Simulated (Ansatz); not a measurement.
# CH3NS: the cost of one run

All numbers below are computed with Ansatz 0.2.0 (RKS PBE-D4/def2-SVP).

### Step 1. The starting structure

Bond lengths: N1–C2 1.266 Å, C2–S3 1.716 Å, N1–H4 1.054 Å, C2–H5 1.109 Å, S3–H6 1.372 Å. Angles: N1–C2–S3 117.1°, N1–C2–H5 123.1°, S3–C2–H5 119.7°, C2–N1–H4 105.0°, C2–S3–H6 97.2°.

As a file:

```xyz
6

N    -1.0131   -0.7386   -0.5842
C    -0.0955    0.0012   -0.1215
S     0.6349   -0.4874    1.3522
H    -1.3233   -0.2641   -1.4724
H     0.2774    0.9035   -0.6469
H     1.5616    0.5213    1.4267
```

### Step 2. End point A

File input.yaml:

```yaml
crystal:
  periodic: [false, false, false]
  atoms:
    - { symbol: "N", position_ang: [-1.0131, -0.7386, -0.5842] }
    - { symbol: C, position_ang: [-0.0955, 0.0012, -0.1215] }
    - { symbol: S, position_ang: [0.6349, -0.4874, 1.3522] }
    - { symbol: H, position_ang: [-1.3233, -0.2641, -1.4724] }
    - { symbol: H, position_ang: [0.2774, 0.9035, -0.6469] }
    - { symbol: H, position_ang: [1.5616, 0.5213, 1.4267] }
basis:
  gaussian: { orbitals: def2-SVP }
hamiltonian:
  xc: pbe
  dispersion: d4
relax:
  f_tol: 0.02
  max_steps: 50
```

Started as:

```
$ ansatz run input.yaml --threads 1 --pin off --max-ram 2048MiB --backend cpu --events-out ev --progress --plain --runs-dir out
```

**Question.** How long does this run take on 1 thread of an Arm CPU, shared host, and how much memory does it need?

About 12 s, with a peak of 0.12 GiB.
